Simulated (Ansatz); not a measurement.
**Reading a saddle point**

A first-order saddle point of SiH₂O, closed shell, PBE0-D4/def2-TZVP, with one imaginary mode of 1608i cm⁻¹:

```csv
atom,x (Å),y (Å),z (Å)
H1,-1.3504,0.1297,0.0875
O2,-0.4478,-0.0929,-1.0825
Si3,0.1485,0.0319,0.3692
H4,1.6497,-0.0685,0.6258
```

Program: Ansatz 0.2.0. Basis: def2-TZVPP and def2-QZVPP. Cores are frozen in the correlated methods. Extrapolation: Hartree–Fock as exp(−7.88 √X), correlation as X^−2.97.

Which contacts change along the imaginary mode, and what lies on either side? (A judgement: the text doesn't fix the answer.)

Computed: The step is SiH₂O ([OH][SiH]) → SiH₂O ([O][SiH2]). Shortening one way: H1–Si3; lengthening the same way: H1–O2.
```json
{"pair": "H1–Si3", "one side (Å)": "2.23", "saddle (Å)": "1.53", "other side (Å)": "1.49"}
{"pair": "H1–O2", "one side (Å)": "0.96", "saddle (Å)": "1.49", "other side (Å)": "2.65"}
```

Which side is lower, and how far does the saddle lie above each? (Judge from chemistry; the value comes from the calculation.)

Computed: The side with H1–O2 short is lower by 1.27 kcal/mol; the saddle lies 59.93 kcal/mol above it and 58.66 kcal/mol above the other (CCSD(T) at an estimated basis limit (MP2 extrapolated from triple and quadruple zeta, plus CCSD(T) − MP2 in triple zeta); electronic energies).

T1 diagnostic: at most 0.033. The T1 diagnostic is large here, which may signal multireference character or strong orbital relaxation, so CCSD(T) is less sure. The restricted Hartree–Fock reference is unstable towards an unrestricted one at one or more of these structures.

Labels in which every atom is bracketed show which atoms are joined, not bond orders.

For scale, one of the runs: CCSD(T)/def2-TZVPP, 101 basis functions, launched by `ansatz run in.yaml --threads 2 --pin off --events-out ev --progress --plain --max-ram 4352MiB`. The run took about 3.2 s on 2 CPU threads of an Intel Xeon Platinum 8488C (shared host).
